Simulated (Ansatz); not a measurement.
`N=CN=CF` + H₂ → `C=N` + `N=CF` at 298.15 K and 1 bar (hydrogenolysis of a C–N bond).

Isolated molecules relaxed with PBE0-D4/def2-TZVP in Ansatz; ΔE leaves out vibrations. CCSD(T)/CBS is the MP2 limit (def2-TZVPP, def2-QZVPP) plus CCSD(T) − MP2 in def2-TZVPP, frozen cores. This one scheme is used for every species. Each species was taken in one conformer, which may not be the lowest.

| species | CCSD(T)/CBS energy (Eh) | H − E (kJ/mol) | S (J/(mol·K)) |
| --- | --- | --- | --- |
| `N=CN=CF` | -287.05497 | 161.8 | 310.1 |
| H₂ | -1.17544 | 35.1 | 130.4 |
| `C=N` | -94.52360 | 115.3 | 227.0 |
| `N=CF` | -193.72220 | 98.3 | 248.2 |

H − E and S are ideal-gas, rigid-rotor, harmonic terms from PBE0-D4/def2-TZVP, for one conformer and one mirror image of each species. The MP2-based limit puts H₂ 0.8 mEh under its directly extrapolated value; such offsets cancel only in part. 1 Eh = 2625.50 kJ/mol, R = 8.31446 J/(mol·K).

Task: By hand: ΔE, ΔH, ΔS and ΔG.

Result: ΔE = (-94.52360) + (-193.72220) − (-287.05497) − (-1.17544) = -0.01539 Eh = -40.4 kJ/mol. Δ(H − E) = 115.3 + 98.3 − 161.8 − 35.1 = 16.7, so ΔH = -23.7 kJ/mol. ΔS = 227.0 + 248.2 − 310.1 − 130.4 = 34.7 J/(mol·K). ΔG = -23.7 − 298.15 × (34.7)/1000 = -34.0 kJ/mol.

Task: By hand: the equilibrium constant, and the temperature at which ΔG would vanish if ΔH and ΔS stayed fixed.

Result: log₁₀ K = −ΔG/(RT ln 10) = 6.0. ΔH and −TΔS have one sign here, so there is no such temperature.

TΔS isn't small against ΔH here. A doubt of 5 kJ/mol in ΔE shifts log₁₀ K by 0.9 here. Other conformers and mirror images would add mixing entropy, several J/(mol·K) or more a flexible species. Modes under 60 cm⁻¹, often nearly free rotors, make the harmonic entropy too high. These are equilibria of isolated gas molecules and say nothing of rates. Largest T1 diagnostic: 0.014 (customary marks: 0.02 for closed shells, 0.045 for open ones).
